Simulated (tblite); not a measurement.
Compound: PO2 (charge +1).
Numbering: `[O:1]=[P+:2]=[O:3]`

All values are computed: GFN2-xTB (tblite) harmonic vibrations without scaling, gas phase. This tight-binding method is rough: wavenumbers can miss measured ones by several per cent, in bad cases by 10 to 20.

Harmonic wavenumbers (cm⁻¹): 305.4, 305.5, 1197.6, 1653.4.

B = 7972 MHz (linear); mass 62.964 u (most abundant isotopes); point group D∞h, symmetry number 2.

Q: Zero-point energy?

A: ½Σν̃ = 1731 cm⁻¹ = 4.95 kcal/mol.

Q: Give the ideal-gas entropy at 298.15 K and 1 bar in the rigid-rotor, harmonic-oscillator model (classical rotation).

A: Translation 38.37, rotation 13.84, vibration 2.82: S = 55.0 cal/(mol K).

Q: And Cp and H(298.15 K) − H(0)?

A: Cp = 10.53 cal/(mol K), of which vibrations give 3.58 (their classical limit is 4 R = 7.9); H(298.15 K) − H(0) = 2.60 kcal/mol without the zero-point energy, 0.53 from vibrations.

Q: Which modes carry the vibrational entropy at 298.15 K?

A: 305.4 cm⁻¹: 1.39; 305.5 cm⁻¹: 1.39; 1197.6 cm⁻¹: 0.04; 1653.4 cm⁻¹: 0.01 cal/(mol K).

Q: How do the functions run with temperature in this model?

A: 
```
T (K)  S (cal/(mol K))  Cp (cal/(mol K))  H − H(0) (kcal/mol)  G − H(0) (kcal/mol)  ln q(vib)
  100             44.9               7.9                 0.72                -3.77       0.02
  200             51.0               9.7                 1.61                -8.59       0.24
  300             55.1              10.5                 2.62               -13.90       0.53
  500             60.8              11.9                 4.87               -25.53       1.11
  800             66.7              13.2                 8.65               -44.71       1.90
 1000             69.7              13.7                11.35               -58.36       2.36
```

q(vib) and H(0) count from the zero-point level.

Q: What must be added to the electronic energy to get the Gibbs energy at 298.15 K and 1 bar?

A: ZPE + [H(298.15 K) − H(0)] − T·S = 4.95 + 2.60 − 16.41 = -8.86 kcal/mol.

On an Arm Neoverse V1 with one thread, shared host with 64 logical CPUs at a one-minute load of 13, this took under 0.1 s. This covers the Hessian and the dipole derivatives.
